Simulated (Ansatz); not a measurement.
# 2H MoS₂

Level of theory: LDA (PAW; Ansatz, a program for electronic structure).

Run with plane-wave cutoff 520 eV, 12×12×4 k mesh (along the axes of the cell as run), perturbation theory, no spin polarisation, scalar-relativistic PAW data made under PBE.

Cell (relaxed at this level):

Space group P6₃/mmc (No. 194); a = b = 3.122 Å, c = 12.077 Å, α = β = 90.00°, γ = 120.00°

```csv
atom,site,symmetry,x,y,z
Mo,2c,-6m2,0.3333,0.6667,0.2500
S,4f,3m.,0.6667,0.3333,0.1213
```

* **high-frequency dielectric constant (mean over three axes)**: 12.7
* **static dielectric constant (mean over three axes)**: 12.9

Measured, for comparison: high-frequency dielectric constant 12.2 (temperature not stated, no zero-point or thermal correction, mean of the two values across and the one along c; as tabulated in Pike et al. (2018), arXiv:1804.02196); static dielectric constant 12.7 (temperature not stated, no zero-point or thermal correction, polycrystalline average of the tensor's eigenvalues; as tabulated in Petousis et al. (2017), doi:10.1038/sdata.2016.134). Computed (rounded) less measured: high-frequency dielectric constant +4 %, static dielectric constant +2 %.

The result took around 15 core-minutes (rough).
